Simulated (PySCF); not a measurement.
Species: C5H10S.
Cartesian coordinates in Å at the PBE0-D3(BJ)/def2-SVP level; atoms count from 1:
```xyz
16
C5H10S angstrom
C      1.973    0.792   -0.032
C      1.194   -0.455    0.357
C     -0.172   -0.142    0.914
C     -1.301   -1.121    0.819
C     -1.317    0.125   -0.024
S     -2.557    1.357    0.351
H      2.969    0.542   -0.427
H      2.115    1.459    0.833
H      1.440    1.367   -0.806
H      1.083   -1.119   -0.518
H      1.762   -1.036    1.104
H     -0.171    0.482    1.815
H     -2.005   -1.178    1.652
H     -1.126   -2.070    0.305
H     -1.116   -0.014   -1.092
H     -1.785    2.444    0.130
```

Theory: PBE0-D3(BJ)/def2-SVP geometry optimisation, gas phase (PySCF).

Take the most abundant isotopes and a rigid rotor. The values belong to one conformer with, in the numbering `[CH3:1][CH2:2][C@@H:3]1[CH2:4][C@H:5]1[SH:6]`, C1–C2–C3–C4 153°, C4–C5–S6–H 142°.

Q: What are A, B and C (MHz)?

A: Ia = 96.70, Ib = 318.32, Ic = 386.55 u·Å²; 505379 MHz·u·Å²/I gives A = 5226, B = 1588, C = 1307 MHz.

Q: Classify the top.

A: An asymmetric top. Ray's parameter κ = (2B − A − C)/(A − C) = -0.857; −1 is the prolate and +1 the oblate limit.

Q: What does the inertial defect say?

A: Not planar: Δ = Ic − Ia − Ib = -28.46 u·Å². For a rigid frame Δ = −2 Σ m c², so Σ m c² = 14.23 u·Å² lies off the ab plane: 8.73 from hydrogen and 5.50 from heavier atoms. The atom farthest from that plane is 1.54 Å away.

Q: List the rotational levels J(Ka,Kc) to J = 3 (MHz).

A: Above 0(0,0):
J = 1: 1(0,1) 2895, 1(1,1) 6534, 1(1,0) 6814
J = 2: 2(0,2) 8670, 2(1,2) 12044, 2(1,1) 12885, 2(2,1) 23801, 2(2,0) 23817
J = 3: 3(0,3) 17293, 3(1,3) 20299, 3(1,2) 21980, 3(2,2) 32486, 3(2,1) 32564, 3(3,1) 51390, 3(3,0) 51391

Q: Predict some low-J microwave lines.

A: The dipole components are |μa| = 1.71 D, |μb| = 0.15 D, |μc| = 0.14 D. Intensities carry the squares of the components, which stand as 1.00 : 0.01 : 0.01 (a : b : c). Some lines, for components of 0.1 D or more:

```tsv
type	branch	J(Ka,Kc)	MHz	lower level (cm⁻¹)
c	Q	2(1,2) ← 2(0,2)	3374	0.289
c	Q	1(1,1) ← 1(0,1)	3639	0.097
a	Q	5(1,4) ← 5(1,5)	4189	1.501
b	Q	2(1,1) ← 2(0,2)	4215	0.289
a	R	2(1,2) ← 1(1,1)	5510	0.218
a	R	2(0,2) ← 1(0,1)	5775	0.097
b	Q	5(1,4) ← 5(0,5)	6292	1.431
a	R	3(2,1) ← 2(2,0)	8747	0.794
b	Q	4(2,2) ← 4(1,3)	10197	1.137
b	Q	3(2,1) ← 3(1,2)	10584	0.733
b	R	3(1,3) ← 2(0,2)	11629	0.289
c	R	3(1,2) ← 2(0,2)	13310	0.289
a	R	5(3,2) ← 4(3,1)	14535	2.102
c	R	2(2,0) ← 1(1,0)	17002	0.227
b	R	4(2,3) ← 3(1,2)	22074	0.733
b	R	5(2,4) ← 4(1,3)	24407	1.137
c	R	5(2,3) ← 4(1,3)	24935	1.137
b	Q	5(4,1) ← 5(3,2)	26397	2.586
c	Q	4(4,1) ← 4(3,1)	26422	2.102
c	R	5(2,4) ← 4(1,4)	27206	1.044
b	R	3(3,1) ← 2(2,0)	27574	0.794
c	R	3(3,0) ← 2(2,0)	27574	0.794
c	R	3(3,1) ← 2(2,1)	27589	0.794
b	R	5(2,3) ← 4(1,4)	27734	1.044
c	R	4(3,1) ← 3(2,1)	30440	1.086
c	R	5(4,1) ← 4(3,1)	40932	2.102
c	R	5(5,0) ← 4(4,0)	48488	2.983
c	R	5(5,1) ← 4(4,1)	48488	2.983
```

Q: Estimate the classical rotational partition function at 50 K, 100 K and 200 K.

A: Point group C1, symmetry number σ = 1; q = (√π/σ)·√((kT/h)³/(ABC)), k/h = 20836.6 MHz/K: 18100 at 50 K, 51200 at 100 K, 145000 at 200 K.

Whether it is a minimum is left open (no frequencies). Zero-point vibration and centrifugal distortion are left out. A rigid rotor knows nothing of internal rotation, which can split or shift real lines.
